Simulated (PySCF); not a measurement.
# Orbital picture of CF

PBE0 at R = 1.270 Å; C def2-TZVP, F def2-TZVP; no relativity (PySCF 2.14). State: ²Π (doublet), unpaired electrons π ↑. Only the outer orbitals are listed, counted within each symmetry.

```json
{"spin": "α", "orbital": "3σ", "occ.": "1", "ε (eV)": "-37.16", "on C (%)": "12", "main shells (%)": "85 F s"}
{"spin": "α", "orbital": "4σ", "occ.": "1", "ε (eV)": "-19.65", "on C (%)": "30", "main shells (%)": "58 F p, 27 C s, 11 F s"}
{"spin": "α", "orbital": "1π", "occ.": "1", "ε (eV)": "-15.74", "on C (%)": "15", "main shells (%)": "85 F p, 13 C p"}
{"spin": "α", "orbital": "1π", "occ.": "1", "ε (eV)": "-15.34", "on C (%)": "13", "main shells (%)": "87 F p, 11 C p"}
{"spin": "α", "orbital": "5σ", "occ.": "1", "ε (eV)": "-11.73", "on C (%)": "88", "main shells (%)": "64 C s, 23 C p, 13 F p"}
{"spin": "α", "orbital": "2π", "occ.": "1", "ε (eV)": "-6.24", "on C (%)": "89", "main shells (%)": "89 C p, 11 F p"}
{"spin": "α", "orbital": "2π", "occ.": "0", "ε (eV)": "-2.75", "on C (%)": "91", "main shells (%)": "92 C p, 8 F p"}
{"spin": "β", "orbital": "3σ", "occ.": "1", "ε (eV)": "-36.89", "on C (%)": "12", "main shells (%)": "85 F s"}
{"spin": "β", "orbital": "4σ", "occ.": "1", "ε (eV)": "-19.08", "on C (%)": "25", "main shells (%)": "64 F p, 21 C s, 10 F s"}
{"spin": "β", "orbital": "1π", "occ.": "1", "ε (eV)": "-15.26", "on C (%)": "12", "main shells (%)": "88 F p, 10 C p"}
{"spin": "β", "orbital": "1π", "occ.": "1", "ε (eV)": "-14.74", "on C (%)": "10", "main shells (%)": "90 F p"}
{"spin": "β", "orbital": "5σ", "occ.": "1", "ε (eV)": "-10.67", "on C (%)": "93", "main shells (%)": "70 C s, 23 C p, 8 F p"}
{"spin": "β", "orbital": "2π", "occ.": "0", "ε (eV)": "-2.28", "on C (%)": "92", "main shells (%)": "93 C p"}
{"spin": "β", "orbital": "2π", "occ.": "0", "ε (eV)": "-0.91", "on C (%)": "95", "main shells (%)": "95 C p"}
```

Which are the highest filled and the lowest empty level, where do they sit, and how wide is the gap?

Highest filled α 2π at -6.24 eV (in %: 89 C p, 11 F p); lowest empty α 2π at -2.75 eV (in %: 92 C p, 8 F p); the gap at PBE0 is 3.49 eV. Both belong to one degenerate shell, split only by its one-sided filling, so this is no excitation gap.

- bond order (Mayer): 1.23
- ⟨S²⟩: 0.754
- charge on C (Mulliken, basis-dependent): 0.02
- charge on C (Löwdin, basis-dependent): -0.27
- dipole moment (positive dipole means C(−)F(+)): 0.79 D
- polarisability along the bond: 13.6 bohr³
- polarisability across the bond: 11.2 bohr³

The state is the lowest determinant that a PBE0 search found; another state may lie lower at other levels.
